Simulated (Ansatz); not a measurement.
Two isomers of C4H6O: A = `C#COCC`, B = `CC#COC`.

Gas-phase electronic energies from Ansatz, PBE0-D4/def2-TZVP geometries. CCSD(T)/CBS adds triple-zeta CCSD(T) − MP2 to the extrapolated MP2 energy (def2 sets, frozen cores). DFT in def2-TZVPP. B3LYP here is the variant with VWN-RPA as its local correlation; programs differ in this. One conformer a species, not always the lowest.

Q: Which is lower in electronic energy at CCSD(T)/CBS, and by how much? (Best estimate.)

A: Computed: A, by 1.2 kJ/mol. So small a gap doesn't settle the order.

Q: Give E(B) − E(A) in kJ/mol with r2SCAN-D4, B2PLYP, ωB97M-V, B3LYP-D4, B3LYP, HF/def2-TZVPP, CCSD(T)/def2-TZVPP. (An estimate is asked.)

A: Ansatz gave: r2SCAN-D4 -2.1, B2PLYP -2.6, ωB97M-V -0.1, B3LYP-D4 -3.8, B3LYP -5.2, HF/def2-TZVPP -2.6, CCSD(T)/def2-TZVPP 0.7. The order is the other way round with r2SCAN-D4, B2PLYP, B3LYP-D4, B3LYP, HF/def2-TZVPP.

Largest T1 diagnostic: 0.012.
